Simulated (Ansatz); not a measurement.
For pyrite FeS₂, LDA in Ansatz (PAW) gives:

| Item | Value |
|---|---|
| equilibrium lattice constant a | 5.284 Å |
| band gap at the measured cell | 0.57 eV |

Question: What does HSE06 (Ansatz, a quantum-chemistry and plane-wave program, PAW) give for the same quantities?

Answer: 
- lattice constant a: 5.422 Å (rises by 2.6 %)
- band gap at the measured cell: 2.25 eV (grows by 1.68 eV)

For comparison: lattice constant a 5.418 Å (measured, 295 K, copied from a table, unchecked, no zero-point or thermal correction; as tabulated in Dalton transactions 48, 10703 (2019)); band gap 0.9 eV (measured, temperature not stated, not corrected to a static lattice, approximate; as tabulated in arXiv:2302.06325).

Changes are worked out from the printed values.

Unless a cell is named, each level is at its own relaxed cell (LDA 12.30, HSE06 13.28 Å³/atom).

Density-functional gaps are differences of (generalised) Kohn–Sham levels.

The crystal itself was run without spin with LDA, HSE06; a magnetic state was not tried in these runs.

Ansatz's density-functional and Hartree–Fock values are scalar-relativistic unless marked +SOC, with PAW data made under PBE.
